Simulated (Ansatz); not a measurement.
Geometry optimisation, UKS PBE0-D4/def2-SVP (Ansatz).

Input file:

```yaml
crystal:
  periodic: [false, false, false]
  atoms:
    - { symbol: Mg, position_ang: [-1.83089, -0.42254, -1.19694] }
    - { symbol: Al, position_ang: [0.36855, 0.38044, -0.09365] }
    - { symbol: S, position_ang: [1.07693, -0.50862, 1.81389] }
    - { symbol: H, position_ang: [-3.27862, -1.12581, -1.72774] }
    - { symbol: H, position_ang: [1.47028, 1.4724, -0.48802] }
    - { symbol: H, position_ang: [2.19375, 0.20413, 1.69247] }
magnetization:
  spin_polarized: true
basis:
  gaussian: { orbitals: def2-SVP }
hamiltonian:
  xc: pbe0
  dispersion: d4
relax:
  f_tol: 0.02
  max_steps: 40
```

Command:

```bash
$ ansatz run input.yaml --threads 2 --pin off --max-ram 3072MiB --backend cpu --events-out ev --progress --plain --runs-dir out
```

**Question.** Where does it end, and by what steps?

**Answer.** The run converged. After 3 steps the energy has fallen by 0.107 eV; H6 moved furthest, 0.24 Å.

```csv
step,energy less start (eV),largest force component (eV/Å),accepted
0,0.0000,0.707,yes
1,-0.1001,0.183,yes
2,-0.1067,0.064,yes
3,-0.1072,0.018,yes
```

```xyz
6
Properties=species:S:1:pos:R:3
Mg -1.896 -0.505 -1.149
Al 0.445 0.431 -0.120
S 1.101 -0.536 1.757
H -3.361 -1.114 -1.788
H 1.467 1.557 -0.622
H 2.245 0.166 1.922
```

Whether the end is a true minimum wasn't checked by a vibrational analysis.

Time of the run: 17 s on 2 threads of Arm Neoverse N1 (shared host), peak memory 0.17 GiB.
